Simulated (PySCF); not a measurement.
# Redox energetics: `C#C[C]=N` (C3H2N•)

System: `C#C[C]=N` (C3H2N•, doublet). Coordinates in Å; atoms count from 1 in this order:
```
C     1.5835    0.1344   -0.8055
C     0.5151    0.0591   -0.2003
C    -0.6739   -0.1997    0.4001
N    -1.5900    0.2114    1.1200
H     2.5198    0.2205   -1.3267
H    -2.3649   -0.4300    1.3121
```

Computed at PBE0-D3(BJ)/ma-def2-TZVP // PBE0-D3(BJ)/ma-def2-SVP with PySCF (density fitting, grid level 2). The prefix ma- adds one diffuse s and one diffuse p function on all atoms but H. Zero-point and thermal terms (298.15 K, 1 bar) come from unscaled PBE0-D3(BJ)/ma-def2-SVP harmonic frequencies, with soft modes damped to free rotors in the entropy.

Frontier levels of the parent: HOMO -5.63 eV, LUMO -2.18 eV.

Oxidation to the singlet cation:
- Vertical ionisation energy (electronic): 7.93 eV
- Adiabatic ionisation energy (with zero-point energy): 7.01 eV
- Adiabatic, electronic part: 6.90 eV
- Vertical gap at the product's structure: 6.03 eV
- Inner reorganisation energy (four-point): 1900 meV
- Relaxation of product / of parent: 1031 / 869 meV
- Largest changes of atomic charge: C3 0.31, C1 0.28, N4 0.24, H (on N4) 0.12
- Distances that move most (Å): C3–N4 1.236 → 1.152; C1–C2 1.230 → 1.216; C1–H 1.075 → 1.085; N4–H 1.024 → 1.016
- Potential in DMSO: 4.61 V absolute, 0.22 V against Fc+/Fc computed at 4.39 V (solvation -20 → -259 kJ/mol)

Vertical ionisation energy to the triplet cation: 10.66 eV. This state was not relaxed.

Reduction to the singlet anion:
```
Vertical electron affinity (electronic)              : 0.31 eV
Adiabatic electron affinity (with zero-point energy) : 0.93 eV
Adiabatic, electronic part                           : 0.91 eV
Vertical gap at the product's structure              : 1.56 eV
Inner reorganisation energy (four-point)             : 1255 meV
Relaxation of product / of parent                    : 607 / 648 meV
Largest changes of atomic charge                     : C1 -0.38, N4 -0.20, C2 -0.13, H (on C1) -0.12
Distances that move most (Å)                         : C1–C2 1.230 → 1.328; C2–C3 1.357 → 1.292; C1–H 1.075 → 1.115; C3–N4 1.236 → 1.274
Potential in DMSO                                    : 3.31 V absolute, -1.08 V against Fc+/Fc computed at 4.39 V (solvation -20 → -251 kJ/mol)
```

Reduction to the triplet anion:
| Quantity | Value |
| --- | --- |
| Vertical electron affinity (electronic) | -0.09 eV |
| Adiabatic electron affinity (with zero-point energy) | 0.45 eV |
| Adiabatic, electronic part | 0.40 eV |
| Vertical gap at the product's structure | 1.48 eV |
| ⟨S²⟩ of the product | 2.038 |
| Largest spin populations | C1 1.14, C3 0.58, N4 0.35, C2 -0.11 |
| Largest changes of atomic charge | C1 -0.33, N4 -0.27, C2 -0.15, H (on C1) -0.10 |
| Distances that move most (Å) | C1–C2 1.230 → 1.318; C2–C3 1.357 → 1.289; C3–N4 1.236 → 1.286; C1–H 1.075 → 1.094 |
| Potential in DMSO | 2.82 V absolute, -1.56 V against Fc+/Fc computed at 4.39 V (solvation -20 → -248 kJ/mol) |

Solvents are IEF-PCM continua (electrostatics only, gas-phase structures); absolute potentials refer to an electron at rest in vacuum. Fc+/Fc in DMSO, 4.39 V, is PBE0-D3(BJ)/ma-def2-TZVP on PBE0-D3(BJ)/def2-SVP structures with GFN2-xTB thermal terms. Benchmark calculations put it near 5.0 V in acetonitrile and DMSO, so it is about 0.6 V low, and the value against it can read up to that much too high.

Caveats: a negative vertical affinity means that the electron isn't bound at that structure, so the value and what is derived from it hang on the basis.

Run with `OMP_NUM_THREADS=1 python redox_run.py task.json out` on 1 thread of Arm Neoverse N1, a shared host. Structures, frequencies and single points: 8.5 min of wall time.

Differences come from unrounded values, so a last digit can differ from that of the printed terms.
